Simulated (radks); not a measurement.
**S⁴⁺ in [Ne] 3s1.75 3p0.25: an all-electron calculation**

One table from this session's results is given with a row withheld; the runs are named, their logs left out.

The numbers are computed with radks (a radial shooting solver on a logarithmic mesh, Libxc functionals) version 1 (non-relativistic Kohn-Sham, TASK exchange with Perdew-Wang LDA correlation, spin-polarised, spherical densities, point nucleus; open shells are filled with parallel spins first), except any that are marked as measured or tabulated.

## The system

* element: sulfur (Z = 16)
* charge: +4
* electrons: 12
* configuration: [Ne] 3s1.75 3p0.25

Set-up of the first run:

Settings of this run:

```text
Z 16
configuration [Ne] 3s1.75 3p0.25
relativity non-relativistic
functional task,pw
spin polarised
nucleus point
```

One of the session's tables, all rows but one given; the rest of the session is left out.

It belongs to the step «Radial structure». Sizes of the orbitals, from the radial functions (bohr):

```
  level      <r>  outermost maximum (interpolated)  90 % within  nodes
  1s up  0.09750                            0.0637        0.174      0
1s down  0.09750                            0.0637        0.174      0
  2s up   0.4782                             0.389        0.748      1
2s down   0.4780                             0.390        0.747      1
  2p up   0.4389                             0.326        0.728      0
2p down   0.4385                             0.326        0.727      0
  3s up    1.489                              1.33         2.18      2
3s down    1.505                              1.34         2.21      2
  3p up        ?                                 ?            ?      ?
3p down    1.581                              1.41         2.34      1
```

**Question.** Estimate the row for 3p up.

The run gave: <r>: 1.581; outermost maximum (interpolated): 1.41; 90 % within: 2.35; nodes: 1.
